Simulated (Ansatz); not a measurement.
C3H3N, SMILES C=CC#N, a rigid torsion scan

Run with the Python package of Ansatz (0.2.0).

`run_torsion.py`:
```python
'''Energy of C3H3N as one group turns about a bond.'''

import ansatz
from ase import Atoms


def main() -> None:
    atoms = Atoms(['C', 'C', 'C', 'N', 'H', 'H', 'H'], positions=[
        [-0.4939, 0.7804, -0.342],
        [0.3707, 0.0897, 0.2896],
        [0.3698, -1.3254, 0.2085],
        [0.5034, -2.4744, 0.1661],
        [-1.3139, 0.3608, -0.9828],
        [-0.5374, 1.9244, -0.2831],
        [1.1625, 0.5764, 0.898],
    ])

    # relax first, so that the scan starts from a minimum
    first = (
        ansatz.Crystal.molecule_from_ase(atoms).calculation()
        .basis(gaussian='def2-SVP')
        .functional('r2SCAN', dispersion='d4')
        .relax(force_tolerance=0.02, max_steps=80)
    )
    atoms.positions = first.run().report['positions_ang']

    start = atoms.get_dihedral(2, 1, 0, 4)
    energies = {}
    for turn in range(0, 360, 40):
        turned = atoms.copy()
        turned.set_dihedral(2, 1, 0, 4, start + turn, indices=[0, 4, 5])
        setup = (
            ansatz.Crystal.molecule_from_ase(turned).calculation()
            .basis(gaussian='def2-SVP')
            .functional('r2SCAN', dispersion='d4')
        )
        energies[round((start + turn) % 360)] = setup.run().report['free_energy_ev']
    floor = min(energies.values())
    print('dihedral C2-C1-C0-H4 (deg)   E - E(min) (kcal/mol)')
    for angle, e in sorted(energies.items()):
        print(f'{angle:8d} {23.060548 * (e - floor):14.3f}  ' + '#' * int(30 * (e - floor) / max(max(energies.values()) - floor, 1e-9)))


if __name__ == '__main__':
    main()
```

```console
$ python run_torsion.py
dihedral C2-C1-C0-H4 (deg)   E - E(min) (kcal/mol)
      40         19.221  #######
      80         73.660  ##############################
     120         42.558  #################
     160          4.885  #
     200          4.883  #
     240         42.558  #################
     280         73.653  #############################
     320         19.223  #######
     360          0.000
```

The scan is rigid and the energies are electronic, in a modest basis. With rigid groups the curve can differ much from the relaxed path, the start wasn't checked as a minimum of this torsion, and equivalent turns needn't return to the same energy. It ran for 16 s on 1 thread of AMD EPYC 9R45 96-Core Processor (Zen 5), on a shared host, peak memory 0.21 GiB.
